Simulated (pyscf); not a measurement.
Optimised with ωB97X-D3(BJ)/def2-SVP in PySCF. Correlated levels are frozen-core, on RHF or UHF. ΔMP2 is the change of the MP2 total energy from the triple- to the quadruple-zeta basis.

Question: For H₃C–AlH₂ (SMILES [CH3][AlH2]) + H₂C=CH₂ (SMILES C=C) -> H₃C–CH₂–CH₂–AlH₂ (SMILES CC[CH2][AlH2]), an addition across a multiple bond or ene-type step (singlet surface; Al–C broken, C–C, Al–C formed), PBE/def2-TZVP gives ΔE‡ = 0.45 eV and ΔE = -0.94 eV (zero: the separated reactants). In which direction and how far do B3LYP-D3(BJ)/def2-TZVP, ωB97M-D3(BJ)/def2-TZVP, CCSD(T)/def2-TZVPP + ΔMP2(QZVPP) move these?

Answer: B3LYP-D3(BJ): ΔE‡ = 0.69 eV, ΔE = -0.89 eV; ωB97M-D3(BJ): ΔE‡ = 0.69 eV, ΔE = -0.97 eV; CCSD(T): ΔE‡ = 0.73 eV, ΔE = -0.94 eV. PBE's barrier lies under all of them, by 0.24 to 0.28 eV. Its reaction energy lies among theirs. Low barriers are usual for a GGA, whose delocalisation error favours stretched bonds. On the reactant side the descent ends in a bound adduct, 0.57 eV under the separated species and 1.15 eV under the saddle at ωB97X-D3(BJ)/def2-TZVP. At the saddle there is also a short Al–C contact that neither side keeps. At ωB97X-D3(BJ)/def2-TZVP the barrier from the zero used here is 0.58 eV. H₃C–CH₂–CH₂–AlH₂ lies 1.06 eV over its isomer H₃C–Al(CH₃)–CH₃ (electronic energy, ωB97M-D3(BJ)/def2-TZVP). This is the saddle that the search found; another between the same sides may lie lower. The CCSD(T) − MP2 part came from Ansatz, without density fitting, on the same reference.
